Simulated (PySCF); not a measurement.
Question: Give a PBE0-D3(BJ)/def2-SVP geometry of InChI=1S/C4H6N2/c1-6-4-2-3-5-6/h2-4H,1H3.

Answer: 
```xyz
12
C4H6N2 angstrom
C     -1.7517   -0.1471    0.5573
N     -0.3834   -0.1198    0.1146
C      0.4615    0.9397    0.1009
C      1.6501    0.4898   -0.4421
C      1.4023   -0.8704   -0.7242
N      0.1697   -1.2216   -0.3837
H     -1.9982    0.8122    1.0296
H     -2.4303   -0.3160   -0.2922
H     -1.8923   -0.9564    1.2870
H      0.1609    1.9158    0.4760
H      2.5616    1.0590   -0.6032
H      2.0764   -1.6073   -1.1601
```

Any rigid rotation of these coordinates is as good. Atoms count from 1 in this order. The 2 C–C bonds span 1.382 Å (C3–C4, aromatic) to 1.411 Å (C4–C5, aromatic), a spread of 0.029 Å. N2 (pyrrole-type nitrogen) is planar (angles 127.7°, 119.7° and 112.6°, sum 360.0°, 0.01 Å off the plane of its three neighbours). The 6 heavy atoms lie in one plane (0.007 Å rms). The C–N distances run from 1.326 Å (C5–N6, aromatic) to 1.438 Å (C1–N2, drawn single), a spread of 0.112 Å.

Bonds between heavy atoms (Å): C1–N2 1.438, N2–C3 1.355, C3–C4 1.382, C4–C5 1.411, C5–N6 1.326, N2–N6 1.330.

Theory: PBE0-D3(BJ)/def2-SVP geometry optimisation, gas phase (PySCF).

Point group: near Cs, missed by 0.19 Å at most; the miss may be what the optimiser left on a soft mode. No frequency check.
